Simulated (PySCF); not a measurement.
Ionisation energies (eV) were calculated with PySCF 2.14 by UHF, LDA, PBE0, in another order, as differences of total energies without spin-orbit coupling. The measured values are between term centres (NIST).

| species | measured | A | B | C |
| --- | --- | --- | --- | --- |
| Si (x2c-QZVPPall with one added diffuse shell each of s, p, d, f type, spin-free X2C) | 8.157 | 8.208 | 8.223 | 7.626 |
| P (x2c-QZVPPall with one added diffuse shell each of s, p, d, f type, spin-free X2C) | 10.526 | 10.516 | 10.565 | 9.893 |
| Co (x2c-QZVPPall with one added diffuse shell each of s, p, d, f, g type, spin-free X2C) | 7.869 | 7.862 | 7.884 | 8.298 |
| Ga⁺ (x2c-QZVPPall with one added diffuse shell each of s, p, d, f type, spin-free X2C) | 20.515 | 20.443 | 21.166 | 18.750 |
| Pd (x2c-QZVPPall with one added diffuse shell each of s, p, d, f, g type, spin-free X2C) | 8.512 | 8.437 | 9.299 | 6.250 |
| Cd⁺ (x2c-QZVPPall with one added diffuse shell each of s, p, d, f, g type, spin-free X2C) | 16.908 | 17.011 | 17.712 | 15.572 |
| Sn⁺ (x2c-QZVPPall with one added diffuse shell each of s, p, d, f type, spin-free X2C) | 14.282 | 14.265 | 14.414 | 13.749 |
| Te (x2c-QZVPPall with one added diffuse shell each of s, p, d, f type, spin-free X2C) | 8.749 | 8.738 | 9.016 | 7.733 |

Q: Which column is which method?

A: A is PBE0 (mean error 0.00 eV); B is LDA (mean error 0.35 eV); C is UHF (mean error -0.96 eV). PBE0, with a quarter of exact exchange, lies close to experiment on average. LDA overbinds the outer electron and comes out highest. Hartree-Fock lacks the correlation of the electron removed and comes out lowest.
